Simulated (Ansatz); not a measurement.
A nudged elastic band was laid between two geometries of CH₅Si (7 atoms, charge 0, multiplicity 2).

The calculation used UKS r2SCAN-D4/def2-SVP in Ansatz 0.2.0.

- movable images: 7
- climbing image: yes
- spring: 5.0 eV/Å²
- optimiser: quadratic models (default)
- start path: through a guess of the saddle point
- force threshold: 0.03 eV/Å
- iteration limit: 44
- end points: relaxed

Initial state:

```xyz
7
Properties=species:S:1:pos:R:3
C -0.173 -1.110 0.050
Si 0.134 0.713 -0.028
H -1.150 -1.534 0.310
H 0.593 -1.851 -0.207
H -0.191 1.266 -1.384
H -0.723 1.432 0.965
H 1.571 1.016 0.248
```

Final state:

```xyz
7
Properties=species:S:1:pos:R:3
C -0.164 -1.112 0.026
Si 0.137 0.713 -0.037
H 0.170 -1.738 0.861
H -0.733 -1.644 -0.745
H 0.183 1.188 -1.453
H -0.956 1.468 0.659
H 1.423 1.058 0.643
```

Task: What changes between the two ends?

Result: No bond is made or broken. The dihedral H4–C1–Si2–H7 goes from -30 to -151°. The two ends are copies of one structure, up to a mirror image or an exchange of like atoms.

Task: Give the energies along the band, and the barrier.

Result: The run converged. The highest image is number 2 of 0 to 8, 0.001 eV above the ends, which have the same energy within 2 meV. The top lies less than 8 meV above the higher end, about what the thresholds resolve: that end is a shoulder or a very shallow well. A vibrational analysis at the climbing image gives no mode beyond 40i cm⁻¹: the surface is too flat there to confirm a saddle point.

| image | path coordinate (Å) | energy (eV) | dihedral H4–C1–Si2–H7 (°) |
| --- | --- | --- | --- |
| 0 | 0.00 | 0.000 | -30 |
| 1 | 0.30 | 0.000 | -44 |
| 2 | 0.60 | 0.001 | -58 |
| 3 | 0.90 | 0.000 | -72 |
| 4 | 1.20 | 0.000 | -87 |
| 5 | 1.50 | 0.000 | -103 |
| 6 | 1.80 | 0.001 | -119 |
| 7 | 2.10 | 0.000 | -135 |
| 8 | 2.40 | 0.000 | -151 |

Task: What is the geometry of the highest image?

Result: 
```xyz
7
Properties=species:S:1:pos:R:3:forces:R:3
C -0.182 -1.109 0.039 0.00 0.00 0.00
Si 0.128 0.714 -0.030 0.00 0.00 0.00
H -0.975 -1.558 0.646 0.00 0.00 0.00
H 0.418 -1.828 -0.532 0.00 0.00 0.00
H -0.034 1.236 -1.426 0.00 0.00 0.00
H -0.823 1.439 0.863 0.00 0.00 0.00
H 1.528 1.038 0.394 0.00 0.00 0.00
```

Run time: 2.6 min on 1 CPU thread of a shared host.
